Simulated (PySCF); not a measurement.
CN, SMILES [C]#N (connectivity only; charge and spin as stated), charge -1, multiplicity 1.

Coordinates come from a B3LYP-D3(BJ)/def2-TZVPD optimisation.

Method: CAM-B3LYP/def2-TZVPD (PySCF).

**Question.** Estimate the frontier levels, gap, dipole moment and polarisability. (Estimate from the structure and the level; the computed values follow.)

**Answer.** 
* **highest occupied level**: -2.92 eV
* **lowest empty level**: 6.39 eV
* **orbital gap**: 9.31 eV
* **dipole moment about the centre of nuclear charge**: 0.60 D
* **mean static polarisability**: 26.7 bohr³ (3.95 Å³)
* **polarisability, principal values**: 23.2, 23.2, 33.6 bohr³
